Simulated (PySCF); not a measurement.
**C5H8S: core ionisation energies**

Species: C₅H₈S.
Numbering: `[CH3:1][C@H:2]1[CH:3]=[CH:4][S:5][CH2:6]1`

Theory: delta-SCF UKS SCAN, pcX-2 on the ionised atom, pcseg-1 elsewhere, spin-free X2C in PySCF 2.14.0. Each binding energy is the total energy of the core-ionised species, with the hole localised on one atom, minus that of the ground state; both are solved self-consistently, so orbital relaxation is included.

Problem. What binding energy does each computed site have?

Solution. 
| atom(s) | environment | level | binding energy (eV) | above the level's lowest (eV) | count |
| --- | --- | --- | --- | --- | --- |
| C3 | alkene CH carbon | C 1s | 289.80 | 0.00 | 1 |
| C1 | methyl carbon | C 1s | 290.49 | +0.69 | 1 |
| C4 | alkene CH carbon | C 1s | 290.65 | +0.85 | 1 |
| C2 | allylic carbon | C 1s | 290.95 | +1.15 | 1 |
| C6 | sp3 carbon bound to sulfur | C 1s | 291.12 | +1.32 | 1 |
| S5 | sulfide sulfur | S 1s | 2476.87 | 0.00 | 1 |

Lowest listed C 1s: C3, bonded to C (double bond), C and H. Highest, 1.32 eV above it: C6, bonded to S, C and 2 H. Summing the Pauling electronegativity differences to the bonded atoms, each weighted by its formal bond order, gives -0.35 for the lowest site and -0.67 for the highest; the largest sum, -0.32, belongs to C4, 0.47 eV below the top. The smallest sum, -1.05, belongs to C1, 0.69 eV above the lowest.

Problem. Which effective nuclear charge Zeff reproduces each element's mean 1s value in the hydrogen-like formula E = 13.606 eV × Zeff²?

Solution. C (Z = 6): mean 290.6 eV, Zeff = 4.62, Z − Zeff = 1.38; S (Z = 16): mean 2476.9 eV, Zeff = 13.49, Z − Zeff = 2.51. Means run over the listed sites, weighted by atom count.

Problem. Express the binding energy of C 1s of C1 in atomic units and per mole.

Solution. 290.49 eV = 10.6753 Eh = 28028 kJ/mol.

Not every level is listed. Isolated species at its GFN2-xTB geometry (one conformer only).
